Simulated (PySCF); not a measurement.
**The bond of LiAl, level by level**

The task here is to estimate one member of a computed series from the others.

Program: PySCF 2.14.0. Level of theory: Li 3-21G, Al 3-21G, no relativity. These are calculated values, not measurements.

Set-up of the first run:

The job is set up so:

```
atoms                         : Li, Al
charge                        : 0
basis                         : Li 3-21G, Al 3-21G
Hamiltonian                   : no relativity
basis functions               : 22
electrons treated             : 16
masses in u                   : 7.0160, 26.9815
levels                        : PBE0, PBE, r²SCAN, r²SCANh, BLYP, B2PLYP, HSE06, HF, MP2, SCS-MP2, CCSD, CCSD(T)
grid                          : 80 radial by 434 angular points
occupations                   : held fixed by the projection of orbital angular momentum
dissociation limit            : Li + Al, each in its ground configuration
starting distance in angstrom : 2.480
values of 2S to try           : 0, 2
```

On the command line:

```
$ OMP_NUM_THREADS=1 python dia.py task.json out
```

Steps of the session up to this table: Input; PBE0 along the bond; Excited determinants; PBE (GGA); r²SCAN (meta-GGA); r²SCANh (hybrid meta-GGA); BLYP; B2PLYP (double hybrid); HSE06 (range-separated hybrid); RHF; MP2 and coupled cluster.

One table of the session follows, with a row left open; its other results are not shown here.

It belongs to the step «The curves together». Energy (eV) from each level's lowest point:

```
R (Å)    RHF  RHF-MP2  RHF-SCS-MP2  RHF-CCSD  RHF-CCSD(T)
2.512  0.270    0.261        0.268       n/a          n/a
2.629  0.131    0.129        0.134     0.122        0.119
2.746  0.049    0.049        0.053     0.048        0.046
2.833  0.015    0.016        0.018     0.017        0.015
2.921  0.000    0.000        0.002     0.002        0.001
3.009  0.001    0.000        0.000     0.000        0.000
3.126      ?        ?            ?         ?            ?
3.272  0.071    0.061        0.056     0.050        0.051
3.447  0.154    0.135        0.126     0.111        0.112
3.680  0.291    0.255        0.241       n/a          n/a
```

Q: Estimate the row for R (Å) = 3.126 from the others.

Worked estimate for «RHF». A straight line through the neighbours (3.009, 0.001) and (3.272, 0.071) gives 0.001 + (0.071 − 0.001) × (3.126 − 3.009) / (3.272 − 3.009) = 0.032; a parabola fitted to 4 rows on both sides gives 0.024.

As computed: RHF: 0.022; RHF-MP2: 0.017; RHF-SCS-MP2: 0.015; RHF-CCSD: 0.014; RHF-CCSD(T): 0.014. In «RHF» the line misses by +0.010 and the parabola by +0.002.
